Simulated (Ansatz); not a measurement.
System: CsCl-type TlBr. Method: PBEsol-D3(BJ) in Ansatz (PAW).

Numerical settings: plane-wave cutoff 520 eV, 8×8×8 k mesh, Fermi–Dirac smearing 0.01 eV, scalar-relativistic PAW data made under PBE.

The cell is scaled about its equilibrium volume:

| V (Å³/atom) | P (GPa) | direct gap at Γ (eV) | smallest gap on the k mesh (eV) |
|---|---|---|---|
| 26.678 | 2.29 | 8.460 | 1.182 |
| 27.246 | 1.42 | 8.425 | 1.282 |
| 27.813 | 0.65 | 8.390 | 1.351 |
| 28.381 | -0.03 | 8.356 | 1.417 |
| 28.949 | -0.63 | 8.323 | 1.479 |
| 29.516 | -1.16 | 8.291 | 1.539 |
| 30.084 | -1.62 | 8.260 | 1.596 |

The fundamental gap (1.41 eV at the equilibrium volume, with added k points) lies elsewhere than Γ–Γ.

Measured, for comparison: band gap 2.68 eV (temperature not stated, not corrected to a static lattice, detector crystals, literature values; as tabulated in Piasecki et al. (2022), doi:10.1039/d1ma01259b).

Spin–orbit coupling is not included; with these elements it can move the gap by several tenths of an eV or more.

Ansatz is a quantum-chemistry and plane-wave program.
